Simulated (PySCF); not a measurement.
A PySCF script (with the pyscf-properties extension) for the NMR shieldings of `InChI=1S/C5H12O/c1-4-5(2)6-3/h5H,4H2,1-3H3/t5-/m0/s1`, on a PBE0-D3(BJ)/def2-TZVP geometry:

```python
import basis_set_exchange as bse
import numpy as np
from pyscf import gto, dft
from pyscf.prop import nmr

atoms = """
C    -2.001453   -0.997708    0.184533
C    -1.390561    0.260965   -0.403337
C     0.106267    0.363941   -0.179607
C     0.664228    1.685817   -0.675966
O     0.701623   -0.736563   -0.841240
C     2.005211   -1.026611   -0.425329
H    -3.073677   -1.048159   -0.016346
H    -1.865436   -1.029822    1.269519
H    -1.532746   -1.887232   -0.238572
H    -1.574819    0.303270   -1.482424
H    -1.861839    1.148749    0.030396
H     0.308524    0.270160    0.901395
H     0.478656    1.790783   -1.747745
H     1.739204    1.763918   -0.503821
H     0.184204    2.520035   -0.159480
H     2.301698   -1.957142   -0.910744
H     2.722368   -0.245539   -0.708456
H     2.057206   -1.164831    0.663976
"""
names = dict.fromkeys(["C", "O", "H"], "pcSseg-2")
basis = {el: gto.basis.parse(bse.get_basis(n, elements=[el], fmt="nwchem")) for el, n in names.items()}
mol = gto.M(atom=atoms, basis=basis, charge=0, verbose=0)
mf = dft.RKS(mol, xc="HYB_GGA_XC_B97_2")
mf.grids.level = 2
mf.grids.alignment = dft.numint.BLKSIZE   # the property module wants whole blocks of grid points
mf.conv_tol = 1e-9
mf.kernel()

calc = nmr.RKS(mf)   # GIAO
C = mf.mo_coeff
Co = C[:, mf.mo_occ > 0]
resp = mf.gen_response(singlet=True, hermi=2)
def vind(x):   # induced exchange potential for any number of trial vectors
    d = np.einsum("pi,xij,qj->xpq", C, 2 * x.reshape(-1, C.shape[1], Co.shape[1]), Co, optimize=True)
    return np.einsum("xpq,pi,qj->xij", resp(d - d.transpose(0, 2, 1)), C, Co, optimize=True).ravel()
mo1, _ = nmr.rhf.solve_mo1(calc, with_cphf=vind)
sigma = calc.kernel(mo1)
for i, s in enumerate(sigma):   # ppm
    w = np.linalg.eigvalsh((s + s.T) / 2)
    print("%2d %-2s iso %8.1f  s11 %8.1f  s22 %8.1f  s33 %8.1f" % (i, mol.atom_pure_symbol(i), w.mean(), *w))
```

Problem. Give the expected output.

Solution. 
```
 0 C  iso    171.6  s11    157.4  s22    171.3  s33    186.2
 1 C  iso    149.6  s11    135.3  s22    143.9  s33    169.6
 2 C  iso    101.5  s11     80.6  s22     84.4  s33    139.4
 3 C  iso    165.4  s11    146.1  s22    163.4  s33    186.6
 4 O  iso    287.7  s11    242.4  s22    276.8  s33    344.0
 5 C  iso    125.9  s11     89.0  s22    106.1  s33    182.5
 6 H  iso     30.7  s11     26.2  s22     28.1  s33     37.9
 7 H  iso     31.0  s11     27.1  s22     28.9  s33     37.1
 8 H  iso     30.1  s11     25.2  s22     30.3  s33     34.9
 9 H  iso     30.3  s11     26.2  s22     30.2  s33     34.3
10 H  iso     30.3  s11     25.0  s22     30.7  s33     35.3
11 H  iso     28.6  s11     26.7  s22     28.2  s33     31.0
12 H  iso     31.0  s11     27.7  s22     29.0  s33     36.2
13 H  iso     29.9  s11     25.0  s22     29.3  s33     35.4
14 H  iso     30.8  s11     26.8  s22     28.8  s33     36.9
15 H  iso     28.0  s11     24.2  s22     25.5  s33     34.3
16 H  iso     28.0  s11     23.7  s22     26.3  s33     34.0
17 H  iso     28.8  s11     24.9  s22     26.6  s33     34.9
```

These numbers come from an equivalent density-fitted implementation of the same equations, which agrees with the script to about 0.01 ppm for H and up to a few tenths of a ppm for heavy atoms, so last digits may differ.

Problem. Turn these shieldings into chemical shifts. Referencing at the same level of theory: 13C (σ = 185.38 ppm) and 1H (σ = 31.64 ppm) against TMS; 17O (σ = 327.66 ppm) vs H2O.

Solution. Averaging equivalent atoms: C 2: 83.9; C 5: 59.5; C 1: 35.8; C 3: 20.0; C 0: 13.7; O 4: 39.9; H 15/16/17: 3.38; H 11: 3.01; H 9: 1.38; H 10: 1.33; H 12/13/14: 1.07; H 6/7/8: 1.00 ppm. Experimental scales use liquid or dissolved standards, which lie at an offset from isolated H2O (liquid H2O: subtract about 36 ppm).

Size and cost of the density-fitted run: 384 basis functions, 110 s wall time (3.8 min CPU) on 2 threads of an AMD EPYC, shared host; peak memory 2.6 GiB.
